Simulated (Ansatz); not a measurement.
# C2HSi, doublet: the ladder up to UCCSDT(Q)

Geometry: displaced at random from a stationary point.

```yaml
atoms:
  - { symbol: C, position_ang: [-0.0237, -0.8358, 0.8002] }
  - { symbol: C, position_ang: [-0.0245, 0.4270, 1.0403] }
  - { symbol: Si, position_ang: [0.0235, 0.1313, -0.8505] }
  - { symbol: H, position_ang: [-0.0793, 1.2139, 1.7653] }
```

Basis cc-pVDZ; Ansatz 0.2.0. Only valence electrons are correlated (noble-gas cores frozen), which leaves 13 electrons in 44 orbitals. R marks a restricted (for open shells ROHF) determinant, U an unrestricted one. Active spaces: frontier = (9e, 9o) about the gap.

Full CI isn't at hand for all of this; UCCSDT(Q) serves as the reference, and is uncertain by the last step of the cluster series or more. The frozen core follows each run's orbitals, which can shift R against U totals by a few meV.

For open shells CISD is restricted-active-space CI with the open shells as a complete middle space.

```
UHF ⟨S²⟩                          : 0.794
T1 diagnostic (RCCSD)             : 0.0257
largest doubles amplitude (RCCSD) : 0.080
T1 diagnostic (UCCSD)             : 0.0245
```

```csv
level,E − E(UCCSDT(Q)) (mEh),share of correlation (%),wall time
RHF,363.32,0.00,–
UHF,355.47,2.16,–
RMP2,43.45,88.04,–
UMP2,47.74,86.86,–
CISD,57.44,84.19,5.5 s
RCCSD,20.07,94.48,–
UCCSD,19.65,94.59,–
RCCSD(T),2.36,99.35,4 s
UCCSD(T),2.55,99.30,4 s
BCCD(T),2.31,99.37,4.5 s
RCCSDT,1.64,99.55,–
UCCSDT,1.57,99.57,–
RCCSDT(Q),0.08,99.98,2.4 min
CASSCF (frontier space),259.31,28.63,–
NEVPT2 (frontier space),41.54,88.57,6.5 s
MRCISD (frontier space),27.42,92.45,–
MRCISD+Q (frontier space),4.33,98.81,12 s
```

The correlation energy at UCCSDT(Q), counted from RHF, is -9.887 eV. That run took 2.2 min on 1 thread of Arm Neoverse V1, shared host.

Times hold each run's SCF and search for its determinant on a shared host, so for small cases they say little of a method's own cost; they ran on 1 thread of Arm Neoverse V1.
